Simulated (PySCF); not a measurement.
C5H11P.
Numbering: `[CH3:1][CH:2]([CH3:3])[C@@H:4]1[CH2:5][PH:6]1` (hydrogens: H7, H8, H9 on C1; H10 on C2; H11, H12, H13 on C3; H14 on C4; H15, H16 on C5; H17 on P6)

Method: PBE0-D3(BJ)/def2-SVP geometry optimisation, gas phase (PySCF 2.14.0); density fitting, grid level 1; the optimiser is geomeTRIC in internal coordinates, started from a GFN2-xTB structure with every atom displaced at random (about 0.01 Å).

Step 0: E = -14636.3427 eV
```
atom  x, y, z in Å  |  force x, y, z in eV/Å
C1     -1.5171   -0.9234    0.7197   -0.436   1.589  -0.542
C2     -0.4995   -0.0432    0.0049    0.435   0.385   1.049
C3     -0.9791    1.4125   -0.0888    1.282  -0.756   0.773
C4      0.8651   -0.1021    0.7296   -1.828   0.305  -0.333
C5      2.1048    0.1850   -0.0093    0.734   0.673   1.011
P6      1.9491   -1.5626    0.5481    0.784  -0.581   0.760
H7     -1.1789   -1.9276    0.7965    0.355  -1.322   0.143
H8     -1.7053   -0.5131    1.7135   -0.016  -0.053   0.434
H9     -2.4787   -0.8852    0.1870   -0.056  -0.182  -0.032
H10    -0.3554   -0.4253   -1.0009    0.149  -0.217  -0.627
H11    -0.2207    2.0250   -0.5702    0.243   0.317  -0.269
H12    -1.8856    1.4822   -0.6290   -1.374   0.139  -0.888
H13    -1.1513    1.8278    0.9074   -0.044   0.091   0.311
H14     0.7654    0.2807    1.7570    0.282  -0.042  -0.046
H15     2.0445    0.3774   -1.0604   -0.093   0.190  -0.881
H16     2.8536    0.8022    0.5172   -0.062  -0.241  -0.253
H17     1.3726   -1.9983   -0.6476   -0.356  -0.295  -0.609
```

Q: Estimate the geometry and energy of step 1. (The exact step hangs on the optimiser's Hessian estimate; all steps are aligned on step 0, rigid shifts and turns removed.)

A: E = -14636.5005 eV, largest force 0.371 eV/Å
```
atom  x, y, z in Å  |  force x, y, z in eV/Å
C1     -1.5370   -0.8990    0.7162    0.130  -0.339   0.075
C2     -0.4962   -0.0307    0.0284    0.068  -0.055  -0.187
C3     -0.9637    1.4153   -0.0867   -0.312   0.096  -0.161
C4      0.8393   -0.1012    0.7367    0.146   0.013  -0.027
C5      2.1015    0.2085    0.0092   -0.136  -0.044  -0.271
P6      1.9790   -1.5694    0.5579   -0.071  -0.101  -0.096
H7     -1.1885   -1.9493    0.7949   -0.110   0.262  -0.025
H8     -1.7289   -0.5353    1.7378   -0.013  -0.003   0.049
H9     -2.4936   -0.8931    0.1759   -0.051   0.014  -0.047
H10    -0.3360   -0.4238   -0.9978   -0.027   0.049   0.125
H11    -0.2194    2.0457   -0.5959    0.022  -0.010  -0.003
H12    -1.9141    1.4842   -0.6570    0.251  -0.023   0.145
H13    -1.1474    1.8490    0.9098    0.012   0.005   0.014
H14     0.8088    0.2554    1.7737   -0.046   0.016   0.071
H15     2.0246    0.4000   -1.0702    0.026  -0.016   0.137
H16     2.8730    0.8010    0.5043    0.045   0.069   0.073
H17     1.3821   -2.0455   -0.6625    0.065   0.064   0.128
```

The energy changes by -0.1577 eV. The first-order estimate −F·Δx gives -0.3818 eV and the mean of the old and new forces, exact on a quadratic surface, -0.1640 eV. The step makes an angle of 52° with the force vector and moves no atom by more than 0.053 Å.

The cost below is that of the whole optimisation. On one thread, Arm Neoverse N1 (aarch64), no GPU, shared host with 64 logical CPUs at a one-minute load of 28, this took 49 s and 0.58 GiB of memory at its peak.
